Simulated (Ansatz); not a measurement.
System: bcc Ta. Method: PBEsol-D3(BJ) (Ansatz, a program for electronic structure, PAW).

Numerical settings: plane-wave cutoff 520 eV, 24×24×24 k mesh, Fermi–Dirac smearing 0.05 eV, scalar-relativistic PAW data made under PBE.

Cell (relaxed at this level):

```yaml
crystal:
  lattice:
    - [-1.62279, 1.62279, 1.62279]
    - [1.62279, -1.62279, 1.62279]
    - [1.62279, 1.62279, -1.62279]
  atoms:
    - { symbol: Ta, position: [0.00000, 0.00000, 0.00000] }
```

Question: Predict the bulk modulus and pressure derivative B′ of the bulk modulus.

Answer: 
* **bulk modulus**: 221 GPa
* **pressure derivative B′ of the bulk modulus**: 3.9

The run finds no gap.

Measured, for comparison: bulk modulus 198 GPa (corrected for temperature and zero-point phonon effects, our sources range from 194 to 203; as tabulated in Levämäki et al. (2014), arXiv:1402.3671). Computed (rounded) less measured: bulk modulus +12 % (+9 % to +14 % over the range).

Spin–orbit coupling is not included.

Computed values are for the static lattice.
